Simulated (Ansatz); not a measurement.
```xyz
11

N    -0.406   -0.227   -1.635
C    -0.063   -0.027   -0.439
C     0.916    1.073   -0.141
F     1.627    0.798    1.013
C    -0.590   -0.777    0.753
F    -1.539   -1.689    0.362
H    -1.114   -0.961   -1.683
H     1.610    1.188   -0.975
H     0.378    2.015    0.015
H    -1.042   -0.084    1.471
H     0.223   -1.307    1.258
```

Charge 0, multiplicity 1.

Problem. List the PBE0/def2-TZVPP orbital energies in eV (the Gaussian-basis code of Ansatz). (Estimate.)

Solution. The calculation gave: Occupied: -674.25, -674.14, -391.33, -280.79, -280.67, -280.05, -34.10, -33.93, -26.06, -21.43, -20.20, -16.35, -15.30, -14.80, -14.70, -14.15, -13.82, -13.21, -11.28, -10.93, -10.59, -10.27, -9.07, -8.06. Lowest empty: -0.54, 1.15, 1.39, 2.21, 2.81, 3.24, 3.36, 3.71.
